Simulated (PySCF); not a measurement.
C2HF and hydrogen fluoride

Made of C2HF and hydrogen fluoride. The whole: neutral, singlet.

Parts: 1 = C2HF (C#CF), atoms 1–4; 2 = hydrogen fluoride (F), atoms 5–6.

```tsv
atom	part	x (Å)	y (Å)	z (Å)
C1	1	-0.4755	-0.0248	0.0577
C2	1	0.7151	-0.0188	-0.0443
F3	1	1.9748	-0.0080	-0.1495
H4	1	-1.5389	-0.0401	0.0972
F5	2	0.0167	0.1794	3.0595
H6	2	-0.0193	0.1188	2.1308
```

In these coordinates C1···H6 is 2.128 Å. Part 2 is then moved rigidly along that line, all else held; at short range other atoms may come into contact.

The starting structure comes from a short search with a few starts; no frequency run checks that it is a minimum, and another way of binding may lie lower.

Level of theory: CCSD(T)/aug-cc-pVDZ and MP2/aug-cc-pVTZ, aug-cc-pVQZ counterpoise interaction energy, frozen core, gas phase, in PySCF. Geometry: PBE0-D3(BJ)/def2-TZVPD.

Counterpoise energies in kJ/mol, cluster less the parts frozen as they stand in it; small is aug-cc-pVDZ, large aug-cc-pVQZ. Estimated limit: HF in aug-cc-pVQZ, MP2 correlation extrapolated as X⁻³ from aug-cc-pVTZ and aug-cc-pVQZ, and CCSD(T) less MP2 in aug-cc-pVDZ; it isn't the exact limit.

Results

```
C1···H6 (Å)  HF large  MP2 large  SCS-MP2 large  CCSD(T) small  CCSD(T) limit est.
      1.915       1.0      -11.4           -7.8           -5.7               -10.8
      2.022      -3.9      -14.0          -10.9           -9.1               -13.6
      2.128      -6.8      -14.9          -12.4          -10.8               -14.6
      2.234      -8.3      -14.9          -12.7          -11.4               -14.7
      2.341      -8.9      -14.2          -12.4          -11.4               -14.0
      2.660      -8.0      -10.7           -9.7           -9.4               -10.7
      3.192      -4.9       -5.8           -5.3           -5.4                -5.8
      4.256      -1.7       -1.7           -1.6           -1.7                -1.7
```

The 8 runs took 33 min in all, one thread each of Arm Neoverse N1 on a shared host, launched as `OMP_NUM_THREADS=1 python cluster_run.py task.json out`.
